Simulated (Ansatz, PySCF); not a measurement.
Species: OCl, net charge 0, doublet state. SMILES: [O]Cl
Structure (B3LYP-D3(BJ)/def2-TZVP (Ansatz, a quantum-chemistry and plane-wave program) minimum search):
```xyz
2

Cl     0.0000     0.0000    -0.5055
O      0.0000     0.0000     1.0742
```
Charge 0, spin multiplicity 2.

Quantity: atomisation energy, in kcal/mol. Set-up: open shells spin-unrestricted; valence correlation only; spin-orbit terms left out; non-relativistic; atomisation electronic, to ground-state atoms; six Cartesian d functions in 6-31G* and its kin unless marked 5d; 6-311+G** with 5d, 6d on Na to Ar in Ansatz. Basis-set limits of correlation are two-point, X^-3; Hartree-Fock from the larger set (for Q and 5 zeta extrapolated as (X+1)exp(-9√X)). Ab initio and DFT rows: single points at B3LYP-D3(BJ) geometries (Ansatz).

Coupled cluster (Ansatz) is a level with limits of its own, used here on species with T1 under 0.025 (0.045 for open shells) and stable references: CCSD(T)/CBS(cc-pV(Q+d)Z,cc-pV(5+d)Z).

Value to compare with, CCSD(T)/CBS(cc-pV(Q+d)Z,cc-pV(5+d)Z) (Ansatz): 64.6 kcal/mol.

```tsv
level	program	atomisation energy (kcal/mol)	difference
HF/STO-3G	Ansatz	-9.7	-74.3
PBE/6-31G*	Ansatz	74.0	9.4
PBE/def2-SVP	Ansatz	74.6	10.0
PBE/6-311+G**	Ansatz	71.0	6.4
B3LYP/6-31G*	Ansatz	59.3	-5.3
B3LYP/cc-pVDZ	Ansatz	56.7	-7.9
B3PW91/6-31G* (5d)	PySCF	60.3	-4.3
PBE/def2-TZVPD	Ansatz	81.0	16.4
```

Among the 7 habitual levels, HF/STO-3G lies farthest from CCSD(T)/CBS(cc-pV(Q+d)Z,cc-pV(5+d)Z) (Ansatz) (-74.3 kcal/mol) and B3PW91/6-31G* (5d) nearest (-4.3); 3 of 7 lie above it, and their mean absolute difference is 16.8 kcal/mol, the median 7.9. One case shows no general order.

The levels are drawn from those run, B3LYP/6-31G* more often than the rest, none by its result; runs whose electronic state is in doubt are left out.
